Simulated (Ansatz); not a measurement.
Input file:

```yaml
crystal:
  periodic: [false, false, false]
  atoms:
    - {symbol: N, position_ang: [0.000000, 0.000000, 0.000000]}
    - {symbol: P, position_ang: [0.000000, 0.000000, 3.303000]}
basis:
  gaussian: {orbitals: 6-31G}
correlation: {method: fic_mrcisd_q, electrons: outside_noble_gas, active_space: {window: {electrons: 2, orbitals: 2}}}
```

```sh
$ ansatz run in.yaml --threads 1 --pin off --events-out ev --progress --plain --max-ram 2393MiB
```

Output:

```
272 factors; integrals over basis functions are off by at most 2.0e-4 eV
mean field evaluation 1: about -10695.2106 eV, gradient 9.2e1 eV
mean field evaluation 2: about -10695.2104 eV, gradient 9.2e1 eV
mean field evaluation 4: about -10657.1001 eV, gradient 9.0e1 eV
mean field evaluation 8: about -10734.7702 eV, gradient 8.3e0 eV
mean field evaluation 16: about -10740.8506 eV, gradient 2.5e-4 eV
mean field evaluation 32: about -10737.3254 eV, gradient 2.0e0 eV
mean field evaluation 64: about -10739.4681 eV, gradient 2.6e0 eV
mean field evaluation 96: about -10740.8501 eV, gradient 1.2e-1 eV
mean field evaluation 128: about -10739.3764 eV, gradient 5.1e-4 eV
mean field evaluation 160: about -10739.2330 eV, gradient 2.8e-1 eV
...
contracted CI cycle  42: correlation -2.48143304 eV, -0.0911909821 hartree, residual 3.73e-3 eV
contracted CI cycle  43: correlation -2.48143329 eV, -0.0911909915 hartree, residual 1.37e-3 eV
contracted CI cycle  44: correlation -2.48143337 eV, -0.0911909942 hartree, residual 9.45e-4 eV
contracted CI cycle  45: correlation -2.48143341 eV, -0.0911909957 hartree, residual 7.28e-4 eV
contracted CI cycle  46: correlation -2.48143343 eV, -0.0911909965 hartree, residual 5.24e-4 eV
contracted CI cycle  47: correlation -2.48143344 eV, -0.0911909969 hartree, residual 4.07e-4 eV
contracted CI cycle  48: correlation -2.48143344 eV, -0.0911909971 hartree, residual 3.54e-4 eV
contracted CI cycle  49: correlation -2.48143346 eV, -0.0911909976 hartree, residual 7.21e-4 eV
contracted CI cycle  50: correlation -2.48143342 eV, -0.0911909962 hartree, residual 7.94e-4 eV
contracted CI cycle  51: correlation -2.48143343 eV, -0.0911909966 hartree, residual 2.12e-4 eV
state -10744.23513915 eV, -394.8433586596 hartree; corrected -10747.03555178 eV, -394.9462719257 hartree
state -10744.23513915 eV, -394.8433586596 hartree; corrected -10747.03555178 eV, -394.9462719257 hartree
WARN: the results are in doubt because another end's mean lies 0.009 eV lower, and its corrected mean 0.019 eV higher
Total energy: -10747.03555178 eV, -394.9462719257 hartree
In doubt: another end's mean lies 0.009 eV lower, and its corrected mean 0.019 eV higher
```

Natural occupations: 1.3236 0.6764.

For the same geometry and basis full CI lies 4889.7 meV lower.

Ran on 1 thread of Arm Neoverse V1, shared host: 1.4 s wall, 0.16 GiB peak host memory.
